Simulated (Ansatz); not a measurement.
## Could Sr3TiO exist in this structure?

Plane-wave DFT in Ansatz with scalar-relativistic PAW potentials. The crystal relaxes under PBE to Pm-3m with a = 5.270 Å, 29.28 Å³/atom. Collinear spin; the largest site moment is 2.29 μB. The structure is a made-up candidate, not known to be the stable one.

```xyz
5
Lattice="5.2703 0.0000 0.0000 0.0000 5.2703 0.0000 0.0000 0.0000 5.2703" Properties=species:S:1:pos:R:3 pbc="T T T"
Sr    0.0000    2.6352    2.6352
Sr    2.6352    0.0000    2.6352
Sr    2.6352    2.6352    0.0000
Ti    0.0000    0.0000    0.0000
O     2.6352    2.6352    2.6352
```

Test it against the elements, against displacements at the zone centre and against strain.

- Energy over the elements: -0.621 eV/atom (PBE, standard states in the same functional, gases uncorrected)
- Optical modes at Γ: all 12 real, 96 to 189 cm⁻¹ (PBE, no gap at this level, so no LO-TO term)
- Least eigenvalue of the elastic tensor: 23 GPa (PBE, smearing 0.20 eV on a cell relaxed with it; where the run has no gap this value hangs on mesh and smearing)

It passes all three tests. So it is a local minimum against everything tried and bound against the elements. Modes at other wave vectors, other structures and decomposition into other compounds weren't tested here. The cell tested can't double, which is how many cubic oxides and halides distort (tilted octahedra, shifted anions).